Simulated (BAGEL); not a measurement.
# C2H4FN (SMILES C/N=C\F): RI-MP2/6-311+G(d,p) (density fitting with qzvpp-jkfit)

What is the energy change on altering one bond length of C2H4FN at RI-MP2/6-311+G** (density fitting with qzvpp-jkfit)? 

Program for the calculation: BAGEL 1.2.2.

1 further run of the same task is left out (set aside as unsound or not needed). Runs told in other sessions of the task aren't counted.

## (1) The system as given

C2H4FN: 8 atoms, total charge 0, spin state singlet. SMILES: `C/N=C\F`. Geometry: relaxed at PBE0-D4/def2-TZVP.

Bond lengths: C1–N2 1.443 Å, N2–C3 1.239 Å, C3–F4 1.349 Å, C1–H5 1.093 Å, C1–H6 1.092 Å, C1–H7 1.092 Å, C3–H8 1.086 Å. Angles: C1–N2–C3 121.5°, N2–C3–F4 125.3°, N2–C1–H5 114.5°, N2–C1–H6 108.4°, N2–C1–H7 108.4°, N2–C3–H8 124.0°, F4–C3–H8 110.7°, H5–C1–H6 109.1°, H5–C1–H7 109.2°, H6–C1–H7 106.8°.

## (2) The energy at RI-MP2/6-311+G(d,p) (density fitting with qzvpp-jkfit)

input.json

```json
{ "bagel": [

{
  "title": "molecule",
  "basis": "6-311+gss.json",
  "df_basis": "qzvpp-jkfit",
  "angstrom": "true",
  "geometry": [
    { "atom": "C", "xyz": [      -0.060700,       0.998200,      -0.273600 ] },
    { "atom": "N", "xyz": [       0.554000,      -0.017000,       0.546600 ] },
    { "atom": "C", "xyz": [       0.233500,      -1.209300,       0.448500 ] },
    { "atom": "F", "xyz": [      -0.692200,      -1.700100,      -0.401300 ] },
    { "atom": "H", "xyz": [      -0.798500,       0.620900,      -0.985900 ] },
    { "atom": "H", "xyz": [      -0.538000,       1.730000,       0.382300 ] },
    { "atom": "H", "xyz": [       0.725800,       1.526500,      -0.816900 ] },
    { "atom": "H", "xyz": [       0.668300,      -2.006400,       1.044300 ] }
  ]
},

{ "title": "hf" },

{ "title": "mp2", "ncore": 4 }

]}
```

The basis set 6-311+G** is read from a file made from the Basis Set Exchange's data (not shown).

Command:

```console
$ BAGEL_NUM_THREADS=1 BAGEL input.json > input.out
```

Standard output:

```text
* using 1 threads per process

  ===============================================================
  ===============================================================

  *** Geometry ***

  { "atom" : "C", "xyz" : [     -0.114706,      1.886325,     -0.517029 ] },
  { "atom" : "N", "xyz" : [      1.046908,     -0.032125,      1.032924 ] },
  { "atom" : "C", "xyz" : [      0.441251,     -2.285246,      0.847542 ] },
  { "atom" : "F", "xyz" : [     -1.308068,     -3.212723,     -0.758347 ] },
  { "atom" : "H", "xyz" : [     -1.508946,      1.173331,     -1.863081 ] },
  { "atom" : "H", "xyz" : [     -1.016673,      3.269226,      0.722442 ] },
  { "atom" : "H", "xyz" : [      1.371563,      2.884667,     -1.543717 ] },
  { "atom" : "H", "xyz" : [      1.262904,     -3.791546,      1.973441 ] },

  Number of auxiliary basis functions:      376

  Since a DF basis is specified, we compute 2- and 3-index integrals:
    o Being stored without compression. Storage requirement is 0.038 GB

  Number of basis functions:      112
  Number of electrons      :       32

    * METHOD: MOLECULE                             0.18

  *** RHF ***

  === Nuclear Repulsion ===
   118.8715891652

      * DIIS with orbital gradients will be used.

  === RHF iteration (6-311+gss.json) ===
      0       -231.65677985          0.02830215           0.05
      1       -231.87882755          0.01854303           0.05
      2       -231.98852712          0.00233408           0.05
      3       -231.99173006          0.00103756           0.05
      4       -231.99228758          0.00028623           0.05
      5       -231.99236031          0.00014830           0.05
      6       -231.99238044          0.00006148           0.05
      7       -231.99238538          0.00001506           0.05
      8       -231.99238555          0.00000666           0.05
      9       -231.99238558          0.00000280           0.05
     10       -231.99238559          0.00000082           0.05
     11       -231.99238559          0.00000033           0.05
     12       -231.99238559          0.00000013           0.05
     13       -231.99238559          0.00000004           0.05
     14       -231.99238559          0.00000001           0.05
     15       -231.99238559          0.00000001           0.05
    * SCF iteration converged.

    * Permanent dipole moment:
           (    0.040585,    -0.028573,     0.044860) a.u.

    * METHOD: HF                                   0.92

  *** RHF ***

  === Nuclear Repulsion ===
   118.8715891652

      * DIIS with orbital gradients will be used.

  === RHF iteration (6-311+gss.json) ===
      0       -231.99238559          0.00000000           0.05
    * SCF iteration converged.

    * Permanent dipole moment:
           (    0.040585,    -0.028573,     0.044860) a.u.

  === DF-MP2 calculation ===

    * freezing 4 orbitals
    * 3-index integral transformation done
    * assembly done

      MP2 correlation energy:   -0.6690507457      0.05

      MP2 total energy:       -232.6614363322

    * METHOD: MP2                                  0.17

  ===============================================================
```

Wall time 1.4 s (1 thread of Arm Neoverse V1, shared host); peak memory 0.12 GiB.

## (3) The distorted shape at the same level

input.json

```json
{ "bagel" : [

{
  "title" : "molecule",
  "basis" : "6-311+gss.json",
  "df_basis" : "qzvpp-jkfit",
  "angstrom" : true,
  "geometry" : [
    { "atom" : "C", "xyz" : [      -0.178670,       0.918959,      -0.192109 ] },
    { "atom" : "N", "xyz" : [       0.436030,      -0.096241,       0.628091 ] },
    { "atom" : "C", "xyz" : [       0.115530,      -1.288541,       0.529991 ] },
    { "atom" : "F", "xyz" : [      -0.810170,      -1.779341,      -0.319809 ] },
    { "atom" : "H", "xyz" : [      -0.916470,       0.541659,      -0.904409 ] },
    { "atom" : "H", "xyz" : [      -0.655970,       1.650759,       0.463791 ] },
    { "atom" : "H", "xyz" : [       0.725800,       1.526500,      -0.816900 ] },
    { "atom" : "H", "xyz" : [       0.550330,      -2.085641,       1.125791 ] }
  ]
},

{ "title" : "hf" },

{ "title" : "mp2", "ncore" : 4 }

]}
```

The basis set 6-311+G** is read from a file made from the Basis Set Exchange's data (not shown).

Command:

```console
$ BAGEL_NUM_THREADS=1 BAGEL input.json > input.out
```

Standard output:

```text
* using 1 threads per process

  ===============================================================
  ===============================================================

  *** Geometry ***

  { "atom" : "C", "xyz" : [     -0.337637,      1.736581,     -0.363033 ] },
  { "atom" : "N", "xyz" : [      0.823977,     -0.181869,      1.186920 ] },
  { "atom" : "C", "xyz" : [      0.218320,     -2.434990,      1.001538 ] },
  { "atom" : "F", "xyz" : [     -1.530999,     -3.362467,     -0.604351 ] },
  { "atom" : "H", "xyz" : [     -1.731877,      1.023587,     -1.709085 ] },
  { "atom" : "H", "xyz" : [     -1.239604,      3.119482,      0.876438 ] },
  { "atom" : "H", "xyz" : [      1.371563,      2.884667,     -1.543717 ] },
  { "atom" : "H", "xyz" : [      1.039973,     -3.941290,      2.127437 ] },

  Number of auxiliary basis functions:      376

  Since a DF basis is specified, we compute 2- and 3-index integrals:
    o Being stored without compression. Storage requirement is 0.038 GB

  Number of basis functions:      112
  Number of electrons      :       32

    * METHOD: MOLECULE                             0.17

  *** RHF ***

  === Nuclear Repulsion ===
   118.2552541468

      * DIIS with orbital gradients will be used.

  === RHF iteration (6-311+gss.json) ===
      0       -231.64044215          0.02815012           0.05
      1       -231.86333152          0.01854322           0.05
      2       -231.97419481          0.00233018           0.05
      3       -231.97740718          0.00104011           0.05
      4       -231.97796208          0.00027757           0.05
      5       -231.97803118          0.00014405           0.05
      6       -231.97805002          0.00006042           0.04
      7       -231.97805474          0.00001463           0.05
      8       -231.97805491          0.00000646           0.05
      9       -231.97805493          0.00000277           0.05
     10       -231.97805494          0.00000077           0.05
     11       -231.97805494          0.00000032           0.05
     12       -231.97805494          0.00000012           0.05
     13       -231.97805494          0.00000004           0.04
     14       -231.97805494          0.00000001           0.04
     15       -231.97805494          0.00000001           0.04
    * SCF iteration converged.

    * Permanent dipole moment:
           (    0.073747,     0.014477,     0.011449) a.u.

    * METHOD: HF                                   0.89

  *** RHF ***

  === Nuclear Repulsion ===
   118.2552541468

      * DIIS with orbital gradients will be used.

  === RHF iteration (6-311+gss.json) ===
      0       -231.97805494          0.00000000           0.04
    * SCF iteration converged.

    * Permanent dipole moment:
           (    0.073747,     0.014478,     0.011449) a.u.

  === DF-MP2 calculation ===

    * freezing 4 orbitals
    * 3-index integral transformation done
    * assembly done

      MP2 correlation energy:   -0.6708765628      0.05

      MP2 total energy:       -232.6489315003

    * METHOD: MP2                                  0.15

  ===============================================================
```

Wall time 1.4 s (1 thread of Arm Neoverse V1, shared host); peak memory 0.12 GiB.

## (4) Summary of results

At RI-MP2/6-311+G** (density fitting with qzvpp-jkfit), 4 core orbitals frozen:

| quantity | value |
| --- | --- |
| first shape: total energy | -232.66144 Eh |
| first shape: correlation energy (4 core orbitals frozen) | -669.1 mEh |
| distorted shape: total energy | -232.64893 Eh |
| distorted shape: correlation energy (4 core orbitals frozen) | -670.9 mEh |
| energy change with the C1–H7 bond stretched from 1.092 to 1.256 Å | 0.340 eV |

What this shows: With the C1–H7 bond stretched from 1.092 to 1.256 Å the energy rises by 0.34 eV (32.8 kJ/mol). The first shape isn't relaxed at this level, so the change isn't measured from a minimum.
